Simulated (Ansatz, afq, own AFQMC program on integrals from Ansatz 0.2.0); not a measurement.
**Where AFQMC and coupled cluster stand for GeNH, triplet**

```csv
atom,x (Å),y (Å),z (Å)
Ge,0.0000,-0.0292,0.3009
N,0.0000,0.0385,-1.5921
H,0.0000,1.5661,0.4378
```

Connectivity, by distances: GeH–N.

Basis cc-pVTZ. Noble-gas cores (and the filled d shells of Ga–Kr and In–Xe) are frozen. Ansatz 0.2.0 and our own AFQMC program on the same integrals; the CISD trial comes from CCSD amplitudes, and released means the phaseless constraint is let go. Uncertainties: one standard error, sampling alone. No spin–orbit coupling.

Determinant: UHF, the one that the program's search chose, which needn't be the lowest solution. The geometry is a PBE0/def2-TZVP stationary point of this or a neighbouring charge and spin state.

No full CI on the walks' own integrals is used here; CCSDT(Q) serves as the reference and is uncertain by about the last step of the cluster series.

Cautions: no relativity below Rb; no spin-orbit coupling; inner d shell frozen; lower spins were not checked; an unrestricted solution with more broken spin lies lower (32 meV, ⟨S²⟩ 2.24).

The T1 diagnostic is 0.0307, the weight of the determinant in the CISD state is 0.865 and the ⟨S²⟩ of the determinant is 2.023. The size of the correlated space is 10 electrons in 72 orbitals.

Reference: CCSDT(Q), correlation energy -7.244 eV. The released energy is read at 2.40 1/Eh (meV from the phaseless value at times in 1/Eh: -4 ± 7 at 0.24, -10 ± 6 at 0.51, -11 ± 6 at 0.99, -19 ± 8 at 1.62, -23 ± 10 at 2.40).

```
         level  E − E(reference) (kcal/mol)  share of correlation (%)
            HF                       167.05                      0.00
           MP2                        29.82                     82.15
          CCSD                         7.36                     95.59
       CCSD(T)                         1.42                     99.15
         CCSDT                         0.37                     99.78
   ph-AFQMC/HF                  2.63 ± 0.76                     98.42
 ph-AFQMC/CISD                  0.64 ± 0.15                     99.62
released AFQMC                  0.10 ± 0.23                     99.94
```

A walk keeps the symmetry of its determinant, which the program's search chose and which needn't be the lowest solution, so a lower state of the same spin and another symmetry isn't excluded. Released energies are given only where the last usable release times agree within the noise; a slower fall can still hide under it.
